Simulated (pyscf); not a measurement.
Thermochemistry of product channels of H₃Si–SeH (SMILES [SiH3][SeH]) + HCl (SMILES Cl) on the singlet surface, in kcal/mol, from ωB97M-D3(BJ)/def2-TZVP energies (ideal gas, 1 atm, RRHO with modes under 100 cm⁻¹ raised to 100, one conformer, R ln 2 for chiral ones without a mode under 150 cm⁻¹). Single points on ωB97X-D3(BJ)/def2-SVP structures (PySCF, gas phase).

| products | ΔE | ΔH(298 K) | ΔG(298 K) | ΔG(1200 K) |
|---|---|---|---|---|
| Cl–SiH₂–SeH (SMILES Cl[SiH2][SeH]) + H₂ (SMILES [H][H]) | -17.3 | -18.4 | -17.0 | -14.5 |
| H₂Se (SMILES [SeH2]) + H₃Si–Cl (SMILES [SiH3]Cl) | -9.0 | -9.1 | -9.0 | -7.0 |

These are energies of the channels, which say nothing of barriers. Elements up to Kr have no core potential and no relativistic terms here.
